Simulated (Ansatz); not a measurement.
**One shape, several levels: triplet CHFO**

Wanted: a comparison of 3 runs (UPBE/STO-3G, UPBE0/STO-3G, UCCSD(T)/STO-3G) of triplet CHFO. 

Program for the calculation: Ansatz 0.2.0.

73 further runs of the same task are left out: 73 set aside as unsound or not needed.

## Step 1: Starting point

CHFO has 4 atoms, charge 0, and is taken as a triplet. As SMILES of the parent species, `O=CF`. Geometry: relaxed at GFN2-xTB. That shape belongs to the parent species and isn't relaxed for this state.

Bond lengths: O1–C2 1.171 Å, C2–F3 1.341 Å, C2–H4 1.098 Å. Angles: O1–C2–F3 122.3°, O1–C2–H4 129.0°, F3–C2–H4 108.7°.

## Step 2: A single-point energy at UPBE/STO-3G (run 1)

Input file run.yaml:

```yaml
crystal:
  periodic: [false, false, false]
  atoms:
    - {symbol: O, position_ang: [-0.889680, 0.196020, 0.829980]}
    - {symbol: C, position_ang: [-0.049740, 0.073340, 0.022930]}
    - {symbol: F, position_ang: [0.584370, -1.090860, -0.181350]}
    - {symbol: H, position_ang: [0.355050, 0.821510, -0.671560]}
basis:
  gaussian:
    orbitals: STO-3G
magnetization:
  spin_polarized: true
  initial_magnetization: 2
hamiltonian:
  xc: {name: PBE}
accuracy: high
```

The run is started by

```console
ansatz run run.yaml --threads 1 --pin off --max-ram 2610MiB --events-out events.jsonl --progress --plain --runs-dir runs
```

Log:

```text
Warning: RAYON_NUM_THREADS=1 ignored (pool sized by the plan → 1); use --threads N
Functional definition: PBE
  name "PBE"
  parameter kappa = 0.804
  parameter beta = 0.06672455060314922
  exchange = pbe_x(kappa = kappa, mu = beta*pi^2/3)
  correlation = pbe_c(beta = beta)
273 factors; integrals over basis functions are off by at most 3.4e-8 eV
mean field evaluation 1: about -5714.8730 eV, gradient 3.0e1 eV
mean field evaluation 2: about -5645.3718 eV, gradient 1.1e2 eV
mean field evaluation 4: about -5723.2482 eV, gradient 1.1e1 eV
mean field evaluation 8: about -5724.0991 eV, gradient 1.1e-1 eV
mean field evaluation 16: about -5724.0992 eV, gradient 7.5e-6 eV
mean field evaluation 32: about -5722.0209 eV, gradient 1.5e1 eV
mean field -5724.09918511 eV, -210.3567651189 hartree, gradient 3.6e-8 eV, S^2 2.000895; 6 other end points of the search recorded, 0 dependent functions left out
reference -5724.09918622 eV, -210.3567651599 hartree; 13, 11 occupied and 3, 5 virtual orbitals, 273 factors
Total energy: -5724.09918622 eV, -210.3567651599 hartree
```

It took 1.8 s on 1 thread of Arm Neoverse V1, shared host; peak memory 0.11 GiB.

## Step 3: A single-point energy at UPBE0/STO-3G (run 2)

Input file input.yaml:

```yaml
crystal:
  periodic: [false, false, false]
  atoms:
    - {symbol: O, position_ang: [-0.889680, 0.196020, 0.829980]}
    - {symbol: C, position_ang: [-0.049740, 0.073340, 0.022930]}
    - {symbol: F, position_ang: [0.584370, -1.090860, -0.181350]}
    - {symbol: H, position_ang: [0.355050, 0.821510, -0.671560]}
basis:
  gaussian: {orbitals: STO-3G}
hamiltonian: {xc: {name: PBE0}}
magnetization: {spin_polarized: true, initial_magnetization: 2}
accuracy: high
```

The run is started by

```console
ansatz run input.yaml --threads 1 --pin off --max-ram 2610MiB --events-out events.jsonl --progress --plain --runs-dir runs
```

Log:

```text
Warning: RAYON_NUM_THREADS=1 ignored (pool sized by the plan → 1); use --threads N
Functional definition: PBE0
  name "PBE0"
  parameter a = 0.25
  parameter kappa = 0.804
  parameter beta = 0.06672455060314922
  exchange = (1 - a)*pbe_x(kappa = kappa, mu = beta*pi^2/3) + a*exact_x
  correlation = pbe_c(beta = beta)
273 factors; integrals over basis functions are off by at most 3.4e-8 eV
mean field evaluation 1: about -5724.6930 eV, gradient 7.2e0 eV
mean field evaluation 2: about -5724.9238 eV, gradient 6.8e0 eV
mean field evaluation 4: about -5725.1938 eV, gradient 7.4e-1 eV
mean field evaluation 8: about -5725.2131 eV, gradient 2.1e-2 eV
mean field evaluation 16: about -5725.2131 eV, gradient 3.8e-6 eV
mean field -5725.21311017 eV, -210.3977011100 hartree, gradient 5.5e-8 eV, S^2 2.002055; 2 other end points of the search recorded, 0 dependent functions left out
reference -5725.21311101 eV, -210.3977011408 hartree; 13, 11 occupied and 3, 5 virtual orbitals, 273 factors
Total energy: -5725.21311101 eV, -210.3977011408 hartree
```

Wall time 1.6 s (1 thread of Arm Neoverse V1, shared host); peak memory 0.11 GiB.

## Step 4: A single-point energy at UCCSD(T)/STO-3G (run 3)

Input file job.yaml:

```yaml
crystal:
  periodic: [false, false, false]
  atoms:
    - {symbol: O, position_ang: [-0.889680, 0.196020, 0.829980]}
    - {symbol: C, position_ang: [-0.049740, 0.073340, 0.022930]}
    - {symbol: F, position_ang: [0.584370, -1.090860, -0.181350]}
    - {symbol: H, position_ang: [0.355050, 0.821510, -0.671560]}
basis:
  gaussian: {orbitals: STO-3G}
magnetization: {spin_polarized: true, initial_magnetization: 2}
correlation: {method: ccsd_t, frozen_orbitals: {C: 1, F: 1, H: 0, O: 1}}
accuracy: high
scf: {omitted_lower_state_checks: [cluster_reference, increment]}
```

The run is started by

```console
ansatz run job.yaml --threads 1 --pin off --max-ram 2610MiB --events-out events.jsonl --progress --plain --runs-dir runs
```

Log, shortened:

```text
Warning: RAYON_NUM_THREADS=1 ignored (pool sized by the plan → 1); use --threads N
Functional definition: HF
  name "HF"
[...]
273 factors; integrals over basis functions are off by at most 3.4e-8 eV
[...]
mean field -5706.09702757 eV, -209.6951980318 hartree, gradient 1.4e-8 eV, S^2 2.004835; 3 other end points of the search recorded, 0 dependent functions left out
3 core orbitals not correlated: weight in the atoms' cores, before any rotation towards them, 1.000 or more for the frozen orbitals, at most 0.000 for the correlated occupied ones
reference -5706.09702757 eV, -209.6951980318 hartree; 10, 8 occupied and 3, 5 virtual orbitals, 273 factors
second order -1.85486782 eV of doubles, -0.00000000 eV of singles
cycle   1  -2.25421773 eV  change   -4.0e-1 eV  update   5.9e-2
[...]
cycle  29  -2.54856226 eV  change  -8.6e-10 eV  update   1.1e-9
perturbative correction -0.05724513 eV, -0.0021037198 hartree
Total energy: -5708.70283497 eV, -209.7909596873 hartree
Checks for a lower state left out: cluster_reference, increment
```

Run time: 0.3 s. Hardware: 1 thread of Arm Neoverse V1, shared host.

## Step 5: All runs side by side

```
run            level  frozen core orbitals  energy (Eh)   ⟨S²⟩  wall time
  1      UPBE/STO-3G                     –  -210.356765  2.001      1.8 s
  2     UPBE0/STO-3G                     –  -210.397701  2.002      1.6 s
  3  UCCSD(T)/STO-3G                     3  -209.790960  2.005      0.3 s
```

## Step 6: Summary of results

```
                                          quantity          value
                               run 3: total energy  -209.79096 Eh
run 3: correlation energy (3 core orbitals frozen)      -95.8 mEh
                             run 3: (T) correction      -2.10 mEh
          run 3: ⟨S²⟩ of the reference determinant          2.005
                              run 3: T1 diagnostic          0.016
```

In words: Totals of different functionals can't be ranked against each other. In runs 1, 2, 3 the basis is minimal, so the values are rough. All runs together took 3.7 s, the longest 1.8 s.
